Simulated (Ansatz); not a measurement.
# BH2SCl (SMILES SBCl): levels of theory compared

Wanted: a comparison of 6 runs (r2SCAN/STO-3G, wB97M-V/STO-3G, wB97X/STO-3G, UMP2/STO-3G, CCSDT(Q)/STO-3G, FCI/STO-3G) of BH2SCl. 

The calculation is run with Ansatz 0.2.0.

61 further runs of the same task are left out: 1 that didn't finish, 60 set aside as unsound or not needed.

## (1) The system as given

BH2SCl: 5 atoms, total charge 0, spin state singlet. SMILES: `SBCl`. The H4–S1 distance was set to 1.679 Å, away from the relaxed value.

Bond lengths: S1–B2 1.779 Å, B2–Cl3 1.745 Å, B2–H5 1.189 Å. Angles: S1–B2–Cl3 118.6°, S1–B2–H5 122.1°, Cl3–B2–H5 119.3°. A long bond or contact: S1–H4 1.679 Å.

## (2) A single-point energy at r2SCAN/STO-3G (run 1)

in.yaml reads:

```yaml
crystal:
  periodic: [false, false, false]
  atoms:
    - {symbol: S, position_ang: [-1.328728, -0.323082, -0.210089]}
    - {symbol: B, position_ang: [0.368672, -0.532082, 0.278111]}
    - {symbol: Cl, position_ang: [0.854472, -2.053182, 0.982311]}
    - {symbol: H, position_ang: [-1.157600, 1.248200, -0.777100]}
    - {symbol: H, position_ang: [1.176172, 0.329118, 0.139111]}
basis:
  gaussian: {orbitals: STO-3G}
hamiltonian: {xc: {name: r2SCAN}}
accuracy: high
```

Command:

```
ansatz run in.yaml --threads 1 --pin off --max-ram 2610MiB --events-out events.jsonl --progress --plain --runs-dir runs
```

The program printed:

```text
Warning: RAYON_NUM_THREADS=1 ignored (pool sized by the plan → 1); use --threads N
Functional definition: r2SCAN
  name "r2SCAN"
  parameter k0 = 0.174
  parameter k1 = 0.065
  parameter a1 = 4.9479
  exchange = r2scan_x(k0 = k0, k1 = k1, a1 = a1)
  correlation = r2scan_c
449 factors; integrals over basis functions are off by at most 7.2e-9 eV
mean field evaluation 1: about -23801.4114 eV, gradient 1.2e1 eV
mean field evaluation 2: about -23801.1527 eV, gradient 1.4e1 eV
mean field evaluation 4: about -23802.0054 eV, gradient 5.1e-1 eV
mean field evaluation 8: about -23801.9408 eV, gradient 3.1e-2 eV
mean field evaluation 16: about -23801.9408 eV, gradient 1.7e-8 eV
mean field -23801.94083617 eV, -874.7051921943 hartree, gradient 1.7e-8 eV, S^2 0.000000; 0 other end points of the search recorded, 0 dependent functions left out
reference -23801.94083651 eV, -874.7051922068 hartree; 20, 20 occupied and 5, 5 virtual orbitals, 449 factors
Total energy: -23801.94083651 eV, -874.7051922068 hartree
```

Wall time 3.6 s (1 thread of Arm Neoverse V1, shared host); peak memory 0.15 GiB.

## (3) A single-point energy at wB97M-V/STO-3G (run 2)

molecule.yaml reads:

```yaml
crystal:
  periodic: [false, false, false]
  atoms:
    - symbol: S
      position_ang: [-1.328728, -0.323082, -0.210089]
    - symbol: B
      position_ang: [0.368672, -0.532082, 0.278111]
    - symbol: Cl
      position_ang: [0.854472, -2.053182, 0.982311]
    - symbol: H
      position_ang: [-1.157600, 1.248200, -0.777100]
    - symbol: H
      position_ang: [1.176172, 0.329118, 0.139111]
basis:
  gaussian: {orbitals: STO-3G}
accuracy: high
hamiltonian: {xc: {name: wB97M-V}}
```

Command:

```
ansatz run molecule.yaml --threads 1 --pin off --max-ram 2610MiB --events-out events.jsonl --progress --plain --runs-dir runs
```

The program printed, cut to the lines that bear on the results:

```text
Warning: RAYON_NUM_THREADS=1 ignored (pool sized by the plan → 1); use --threads N
Functional definition: wB97M-V
  name "wB97M-V"
[...]
  gx(w, u) = 1 - cx + cx01*u + cx10*w
  gss(w, u) = css00 + css04*u^4 + css10*w + css20*w^2 + css43*w^4*u^3
  gos(w, u) = cos00 + cos10*w + (cos20 + cos21*u)*w^2 + (cos60 + cos61*u)*w^6
[...]
      + integral(e_c_pw_mod_opposite_spin*gos(b97_w_opposite, b97_u_opposite)) + vv10(b, c)
449 factors; integrals over basis functions are off by at most 7.2e-9 eV
166 factors; integrals over basis functions are off by at most 7.9e-10 eV
[...]
mean field -23804.98464889 eV, -874.8170502486 hartree, gradient 8.9e-8 eV, S^2 0.000000; 0 other end points of the search recorded, 0 dependent functions left out
reference -23804.98465115 eV, -874.8170503315 hartree; 20, 20 occupied and 5, 5 virtual orbitals, 449 factors
Total energy: -23804.98465115 eV, -874.8170503315 hartree
```

It took 21 s on 1 thread of Arm Neoverse V1, shared host; peak memory 0.29 GiB.

Runs 3 to 5 aren't shown in full; the table further down has their settings and results.

## (4) A single-point energy at FCI/STO-3G (run 6)

molecule.yaml reads:

```yaml
crystal:
  periodic: [false, false, false]
  atoms:
    - {symbol: S, position_ang: [-1.328728, -0.323082, -0.210089]}
    - {symbol: B, position_ang: [0.368672, -0.532082, 0.278111]}
    - {symbol: Cl, position_ang: [0.854472, -2.053182, 0.982311]}
    - {symbol: H, position_ang: [-1.157600, 1.248200, -0.777100]}
    - {symbol: H, position_ang: [1.176172, 0.329118, 0.139111]}
basis:
  gaussian: {orbitals: STO-3G}
correlation: {method: fci, frozen_orbitals: {B: 1, Cl: 5, H: 0, S: 5}}
accuracy: high
```

Command:

```
ansatz run molecule.yaml --threads 1 --pin off --max-ram 2610MiB --events-out events.jsonl --progress --plain --runs-dir runs
```

The program printed:

```text
Warning: RAYON_NUM_THREADS=1 ignored (pool sized by the plan → 1); use --threads N
Functional definition: HF
  name "HF"
  exchange = exact_x
  correlation = 0
449 factors; integrals over basis functions are off by at most 7.2e-9 eV
mean field evaluation 1: about -23761.8413 eV, gradient 2.0e1 eV
mean field evaluation 2: about -23761.8817 eV, gradient 2.0e1 eV
mean field evaluation 4: about -23763.7511 eV, gradient 1.4e0 eV
mean field evaluation 8: about -23763.7597 eV, gradient 6.2e-5 eV
mean field -23763.75971841 eV, -873.3020619966 hartree, gradient 1.5e-8 eV, S^2 0.000000; 0 other end points of the search recorded, 0 dependent functions left out
11 core orbitals not correlated: weight in the atoms' cores, before any rotation towards them, 1.000 or more for the frozen orbitals, at most 0.000 for the correlated occupied ones
reference -23763.75971841 eV, -873.3020619966 hartree; 9, 9 occupied and 5, 5 virtual orbitals, 449 factors
state -23767.04587468 eV, -873.4228260122 hartree
Total energy: -23767.04587468 eV, -873.4228260122 hartree
```

Run time: 20 s. Hardware: 1 thread of Arm Neoverse V1, shared host; peak memory 0.36 GiB.

## (5) All runs side by side

```tsv
run	level	frozen core orbitals	energy (Eh)	wall time
1	r2SCAN/STO-3G	–	-874.705192	3.6 s
2	wB97M-V/STO-3G	–	-874.817050	21 s
3	wB97X/STO-3G	–	-874.740504	6.9 s
4	UMP2/STO-3G	11	-873.388718	0.28 s
5	CCSDT(Q)/STO-3G	11	-873.422878	0.59 s
6	FCI/STO-3G	11	-873.422826	20 s
```

## (6) Summary of results

```
                                           quantity          value
                                run 6: total energy  -873.42283 Eh
run 6: correlation energy (11 core orbitals frozen)     -120.8 mEh
```

**Reading.** Against full CI in this basis: UMP2 +34.1 mEh; CCSDT(Q) -0.1 mEh. Totals of different functionals can't be ranked against each other. In runs 1, 2, 3, 4, 5, 6 the basis is minimal, so the values are rough. All runs together took 52 s, the longest 21 s.
